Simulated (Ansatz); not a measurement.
**HO (doublet): wB97M-V, B2PLYP over a scan of the distance O1–H2, cc-pVDZ**

How well do these functionals follow the top wave-function level for HO (doublet) over a scan of the distance O1–H2?

Program: Ansatz 0.2.0, Gaussian basis. Level of theory: cc-pVDZ, all electrons in the functionals, frozen cores in the correlation of double hybrids and RPA. These are calculated values, not measurements.

The runs, in order: wB97M-V, B2PLYP, at 0.761 Å; 0.884 Å; 0.973 Å; 1.048 Å; 1.165 Å; 1.371 Å; 1.559 Å; 1.817 Å; 2.108 Å; 2.689 Å; 3.235 Å.

18 further runs of the same task are left out: 14 that didn't finish, 4 set aside as unsound or not needed.

## 1. The geometry

The geometry derives from a PBE0/def2-TZVP stationary point (not a proven minimum). One bond is set to the value named and the two fragments are kept rigid.

2 atoms, charge 0, spin multiplicity 2.

Atoms are counted from 1 here; the program's logs count them from 0.

Bond lengths: O1–H2 0.973 Å.

No dispersion term is added; wB97M-V holds VV10 nonlocal correlation.

The geometry shown and the zero of energy belong to the point 0.973 Å. The yardstick, FCI, and other wave-function levels (R restricted, U unrestricted, valence and pair active spaces) come from earlier runs.

## 2. wB97M-V, 0.761 Å

The input, in.yaml:

```yaml
crystal:
  periodic: [false, false, false]
  atoms:
    - {symbol: O, position_ang: [0.000000, 0.000000, 0.000000]}
    - {symbol: H, position_ang: [0.000000, 0.000000, 0.761000]}
basis:
  gaussian: {orbitals: cc-pVDZ}
magnetization: {spin_polarized: true, initial_magnetization: 1}
hamiltonian: {xc: {name: wB97M-V}}
output: {forces: true, orbitals: {seedname: orbitals}}
```

Command:

```sh
ansatz run in.yaml --threads 1 --pin off --events-out ev --progress --plain --max-ram 2393MiB
```

The runs that follow: wB97M-V, 0.884 Å; wB97M-V, 0.973 Å; wB97M-V, 1.048 Å; wB97M-V, 1.165 Å; wB97M-V, 1.371 Å; wB97M-V, 1.559 Å; wB97M-V, 1.817 Å; wB97M-V, 2.108 Å; wB97M-V, 2.689 Å; wB97M-V, 3.235 Å; B2PLYP, 0.761 Å; B2PLYP, 0.884 Å; B2PLYP, 0.973 Å; B2PLYP, 1.048 Å; B2PLYP, 1.165 Å; B2PLYP, 1.371 Å; B2PLYP, 1.559 Å; B2PLYP, 1.817 Å; B2PLYP, 2.108 Å; B2PLYP, 2.689 Å; B2PLYP, 3.235 Å.

Before running them: what should the planned runs give, taken together? Wanted: span of the FCI curve; largest miss, wB97M-V; largest miss, B2PLYP.

As calculated:

| quantity | value |
| --- | --- |
| span of the FCI curve | 94.2 kcal/mol |
| largest miss, wB97M-V | +8.3 kcal/mol (1.817 Å) |
| largest miss, B2PLYP | +7.4 kcal/mol (1.817 Å) |

**Reading.** Of the functionals, B2PLYP keep the smallest largest miss at the points compared (at most 7.4 kcal/mol) and wB97M-V strays most (8.3 kcal/mol, at 1.817 Å). wB97M-V, B2PLYP clearly break the spin symmetry at some points (⟨S²⟩ up to 1.00 above the pure value), so energy there is bought with a mixed spin. Functionals and the yardstick converge differently with the basis, so part of each miss in cc-pVDZ is the basis.
